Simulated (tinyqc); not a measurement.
UKS/PBE0 in the sto-6g basis, for OH+, spin multiplicity 3, step by step (part 2 of 2). Computed by tinyqc, a small Python program that keeps every step (integrals from PySCF). Command: `OMP_NUM_THREADS=1 python tinyqc.py 30033 30034 out.jsonl` (the two numbers bound the seeds that draw the settings). One thread of a shared host (Intel(R) Xeon(R) Processor @ 2.60GHz), about 3 s of CPU time with the checks.

Geometry (angstrom):
```
atom       x       y       z
O     0.0000  0.0000  0.0000
H     0.0000  0.0000  1.3100
```

## Iteration 8 (converged): orbitals

converged F(alpha) (hartree), lower triangle:
```
           1O 1s    1O 2s   1O 2px   1O 2py   1O 2pz    2H 1s
1O 1s   -20.0310
1O 2s    -4.8785  -2.6382
1O 2px    0.0000   0.0000  -0.9024
1O 2py    0.0000   0.0000   0.0000  -0.9024
1O 2pz   -0.0111  -0.0761   0.0000   0.0000  -0.8479
2H 1s    -0.5200  -0.5979   0.0000   0.0000  -0.4006  -0.6632
```

converged F(beta) (hartree), lower triangle:
```
           1O 1s    1O 2s   1O 2px   1O 2py   1O 2pz    2H 1s
1O 1s   -19.9891
1O 2s    -4.8398  -2.4400
1O 2px    0.0000   0.0000  -0.5388
1O 2py    0.0000   0.0000   0.0000  -0.5388
1O 2pz   -0.0106  -0.0686   0.0000   0.0000  -0.7545
2H 1s    -0.5157  -0.5724   0.0000   0.0000  -0.3996  -0.7034
```

X, lower triangle:
```
          1O 1s    1O 2s  1O 2px  1O 2py   1O 2pz   2H 1s
1O 1s    1.0213
1O 2s   -0.1234   1.0552
1O 2px   0.0000   0.0000  1.0000
1O 2py   0.0000   0.0000  0.0000  1.0000
1O 2pz  -0.0034   0.0314  0.0000  0.0000   1.0287
2H 1s    0.0142  -0.1571  0.0000  0.0000  -0.1442  1.0619
```

Diagonalise F' = X^T F X, C = X C', fill 5 alpha and 3 beta electrons from the bottom; D(s) = C_occ C_occ^T. Each column has its largest component positive (the first on a tie).

F' = X^T F X (alpha) (hartree), lower triangle:
```
          1        2        3        4        5        6
1  -19.7184
2   -2.3995  -1.8124
3    0.0000   0.0000  -0.9024
4    0.0000   0.0000   0.0000  -0.9024
5   -0.0163  -0.0321   0.0000   0.0000  -0.7940
6   -0.0434  -0.2070   0.0000   0.0000  -0.2275  -0.5098
```

orbital energies (alpha) (hartree): MO1 -20.0347, MO2 -1.5427, MO3 -0.9024, MO4 -0.9024, MO5 -0.8968, MO6 -0.3604

coefficients C (alpha):
```
            MO1      MO2      MO3     MO4      MO5      MO6
1O 1s    0.9965  -0.2468   0.0000  0.0000   0.0479   0.0479
1O 2s    0.0150   1.0030   0.0000  0.0000  -0.2357  -0.3043
1O 2px   0.0000   0.0000  -0.6241  0.7814   0.0000   0.0000
1O 2py   0.0000   0.0000   0.7814  0.6241   0.0000   0.0000
1O 2pz   0.0013   0.1057   0.0000  0.0000   0.8444  -0.5965
2H 1s   -0.0027   0.0554   0.0000  0.0000   0.3527   1.0227
```

F' = X^T F X (beta) (hartree), lower triangle:
```
          1        2        3        4        5        6
1  -19.6814
2   -2.3882  -1.6098
3    0.0000   0.0000  -0.5388
4    0.0000   0.0000   0.0000  -0.5388
5   -0.0169  -0.0197   0.0000   0.0000  -0.6959
6   -0.0444  -0.2047   0.0000   0.0000  -0.2348  -0.5569
```

orbital energies (beta) (hartree): MO1 -19.9919, MO2 -1.3577, MO3 -0.8370, MO4 -0.5388, MO5 -0.5388, MO6 -0.3573

coefficients C (beta):
```
            MO1      MO2      MO3      MO4     MO5      MO6
1O 1s    0.9970  -0.2402   0.0651   0.0000  0.0000   0.0519
1O 2s    0.0131   0.9758  -0.3198   0.0000  0.0000  -0.3159
1O 2px   0.0000   0.0000   0.0000   0.7674  0.6412   0.0000
1O 2py   0.0000   0.0000   0.0000  -0.6412  0.7674   0.0000
1O 2pz   0.0012   0.1157   0.7635   0.0000  0.0000  -0.6955
2H 1s   -0.0024   0.1195   0.4651   0.0000  0.0000   0.9710
```

D(alpha) after iteration 8, lower triangle:
```
          1O 1s    1O 2s  1O 2px  1O 2py  1O 2pz   2H 1s
1O 1s    1.0562
1O 2s   -0.2439   1.0617
1O 2px   0.0000   0.0000  1.0000
1O 2py   0.0000   0.0000  0.0000  1.0000
1O 2pz   0.0157  -0.0930  0.0000  0.0000  0.7242
2H 1s    0.0005  -0.0277  0.0000  0.0000  0.3036  0.1274
```

D(beta) after iteration 8, lower triangle:
```
          1O 1s    1O 2s  1O 2px  1O 2py  1O 2pz   2H 1s
1O 1s    1.0558
1O 2s   -0.2421   1.0545
1O 2px   0.0000   0.0000  0.0000
1O 2py   0.0000   0.0000  0.0000  0.0000
1O 2pz   0.0231  -0.1312  0.0000  0.0000  0.5963
2H 1s   -0.0008  -0.0322  0.0000  0.0000  0.3689  0.2306
```

Within a degenerate level the vectors are fixed only up to a rotation; this is one choice.

## Convergence

Stop when the energy changes by less than 1e-08 hartree and every element of the error matrix X^T (F D S - S D F) X (for each spin) is below 3e-05.

Course of the cycle:
```
iteration  E (hartree)     change  largest element of the error matrix
1           -74.591127          -                             2.01e-01
2           -74.839515  -2.48e-01                             1.99e-01
3           -74.911355  -7.18e-02                             3.22e-02
4           -74.913234  -1.88e-03                             4.21e-03
5           -74.913338  -1.04e-04                             1.26e-03
6           -74.913353  -1.50e-05                             1.84e-04
7           -74.913353  -1.02e-07                             4.92e-06
8           -74.913353  -6.99e-11                             3.55e-07
```

PySCF UKS in the same basis, fine grid, after a stability check = -74.925888 hartree

Converged in 8 iterations. The coarse grid moves the energy by +1.25e-02 hartree.

## Populations, bond orders and dipole

overlap S, lower triangle:
```
         1O 1s   1O 2s  1O 2px  1O 2py  1O 2pz   2H 1s
1O 1s   1.0000
1O 2s   0.2311  1.0000
1O 2px  0.0000  0.0000  1.0000
1O 2py  0.0000  0.0000  0.0000  1.0000
1O 2pz  0.0000  0.0000  0.0000  0.0000  1.0000
2H 1s   0.0245  0.2791  0.0000  0.0000  0.2611  1.0000
```

Mulliken: Z minus the diagonal of D S on the atom; Loewdin: the same with S^(1/2) D S^(1/2); Mayer order: 2 sum_s sum (D(s) S)_ij (D(s) S)_ji over the two atoms.

Charges (e):
```
atom  Mulliken  Loewdin  Mulliken spin
1O      0.5169   0.5607         2.1189
2H      0.4831   0.4393        -0.1189
```

Mayer bond orders:
```
pair   order
2-1   0.7525
```

dipole moment about the origin, x y z (debye): 0.0000  0.0000  3.3200

<S^2> of the determinant (pure state: 2) = 2.0155
